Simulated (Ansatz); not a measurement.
# Appearance energy of a fragment ion: SiH2(NH2)(SiH3) → [SiH3]+ + SiH2(NH2) + e⁻

Species: SiH2(NH2)(SiH3), singlet; [SiH3]+ `[SiH3+]`, singlet; SiH2(NH2), doublet. 

Shapes, held fixed at every level: PBE0-D4/def2-TZVP. Flexible molecules stand in one conformer, not always the lowest. Programs: Ansatz 0.2.0. Electronic energies: no zero-point or thermal term.

| level | kind | ΔE (eV) | less CCSD(T)/CBS estimate | CPU time (sum over the molecules) |
| --- | --- | --- | --- | --- |
| SPW92/def2-TZVPP | LDA | +11.78 | +0.32 | 7.2 s |
| PBE-D4/def2-TZVPP | GGA | +11.39 | -0.07 | 16 s |
| r2SCAN-D4/def2-TZVPP | meta-GGA | +11.40 | -0.06 | 30 s |
| B3LYP-D4/def2-TZVPP | global hybrid | +11.35 | -0.11 | 26 s |
| MP2/def2-SVP | perturbation theory | +10.97 | -0.49 | – |
| CCSD/def2-SVP | coupled cluster or CI | +10.96 | -0.50 | – |
| CCSD(T)/def2-TZVPP | coupled cluster or CI | +11.30 | -0.16 | 35 s |
| CCSD(T)/CBS estimate | coupled cluster or CI | +11.46 | 0.00 | 90 s |

The highest level, CCSD(T)/CBS estimate, gives ΔE = +11.46 eV; the levels span +10.96 to +11.78. The column of differences is taken from that level and isn't an error. No measured value is set beside it here. Open shells run unrestricted unless RO is named. The CBS estimate extrapolates MP2 from def2-TZVPP and def2-QZVPP and adds CCSD(T) − MP2 in the triple-zeta set, cores frozen. The onset seen in experiment also holds zero-point changes and kinetic shifts. Times are processor times on shared x86 and Arm servers, and rough.
